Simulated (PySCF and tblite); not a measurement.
Results of a calculation; reference values are marked as such.
Conformers and averaged properties: C₆H₁₀, numbered as in [CH:1]#[C:2][CH2:3][CH2:4][CH2:5][CH3:6]

Conformers came from 90 starts (ETKDG and KDG, MMFF94s, GFN2-xTB); geometries are PBE0-D3(BJ)/def2-SVP. Energies: PBE0-D3(BJ)/def2-TZVP, with GFN2-xTB thermal terms (modes under about 100 cm⁻¹ blended into free rotors). Symmetry numbers and mirror images are counted. Conformers within 4 kcal/mol (GFN2-xTB free energy) were kept, 7 at most. GIAO shieldings: PBE0/pcSseg-1. Couplings: B3LYP/pcSseg-1 with pcJ-1 on H (gas phase; spin-dipole term only for pairs with B, N, F, Si or P). Couplings are for ¹H; a prime marks the second kind of pair between the same two sets of atoms. Shifts are against TMS (¹H), TMS (¹³C) at the same level. Codes: tblite and PySCF.

Torsions listed: C2–C3–C4–C5, C3–C4–C5–C6. Of a mirror pair one member is shown.

| conformer | shape | symmetry | E(GFN2) kcal/mol | E(DFT) kcal/mol | G(298.15 K) kcal/mol | weight % | dipole D |
| --- | --- | --- | --- | --- | --- | --- | --- |
| 1 | -63°, 179° | C1 (pair) | 0.00 | 0.00 | 0.00 | 41.8 | 0.77 |
| 2 | 180°, 180° | Cs | 0.03 | 0.08 | 0.36 | 22.7 | 0.97 |
| 3 | -58°, -60° | C1 (pair) | 0.54 | 0.30 | 0.42 | 20.7 | 0.77 |
| 4 | -178°, -65° | C1 (pair) | 0.58 | 0.68 | 0.69 | 13.2 | 1.02 |
| 5 | 78°, -66° | C1 (pair) | 1.09 | 1.73 | 1.93 | 1.6 | 0.85 |

Weights (%) against temperature:

```tsv
T (K)	1	2	3	4	5	S(mix) cal/mol/K
180	50.0	25.5	16.9	7.3	0.3	3.42
230	45.8	24.2	19.1	10.2	0.7	3.60
298.15	41.8	22.7	20.7	13.2	1.6	3.77
330	40.4	22.1	21.1	14.2	2.1	3.83
400	38.0	21.1	21.7	16.0	3.2	3.93
```

Averaged shifts at 298.15 K. ¹H: 2.15 (H3, 2H), 1.80 (H1, 1H), 1.34 (H5, 2H), 1.30 (H4, 2H), 0.97 (H6, 3H) ppm. ¹³C: 87.2 (C2), 74.6 (C1), 33.1 (C4), 24.3 (C5), 20.0 (C3), 15.2 (C6) ppm.

Averaged couplings (Hz): ⁴J(H1,H3) -4.3, ²J(H3,H3) -19.4, ³J(H3,H4) 8.0, ³J(H3,H4′) 7.9, ²J(H4,H4) -14.8, ³J(H4,H5) 10.8, ³J(H4,H5′) 6.1, ²J(H5,H5) -15.1, ³J(H5,H6) 8.2, ²J(H6,H6) -14.2.

Coordinates of conformer 1 (Å):

```xyz
16

C    -3.089    0.373    0.395
C    -2.172    0.172   -0.370
C    -1.056   -0.080   -1.275
C     0.245   -0.460   -0.561
C     0.799    0.638    0.334
C     2.079    0.237    1.048
H    -3.906    0.553    1.069
H    -1.345   -0.883   -1.975
H    -0.890    0.819   -1.895
H     0.073   -1.373    0.035
H     0.993   -0.727   -1.327
H     0.978    1.543   -0.274
H     0.030    0.920    1.073
H     1.918   -0.642    1.692
H     2.458    1.050    1.686
H     2.876   -0.022    0.332
```

Coordinates of conformer 2 (Å):

```xyz
16

C    -3.513    0.693    0.945
C    -2.505    0.073    0.686
C    -1.281   -0.653    0.375
C    -0.049    0.247    0.259
C     1.218   -0.529   -0.071
C     2.448    0.357   -0.186
H    -4.407    1.242    1.175
H    -1.110   -1.419    1.151
H    -1.425   -1.209   -0.569
H    -0.234    1.012   -0.514
H     0.084    0.798    1.205
H     1.385   -1.298    0.704
H     1.069   -1.083   -1.015
H     2.642    0.895    0.756
H     2.323    1.113   -0.977
H     3.348   -0.230   -0.425
```

Shifts are unscaled: against experiment ¹³C can be off by 15 ppm or more and ¹H by 0.8 ppm.

Search and properties took 3.7 min on 1 thread of Arm Neoverse V2 (shared host) (rough), launched as `OMP_NUM_THREADS=1 python ens_run.py task.json out`.
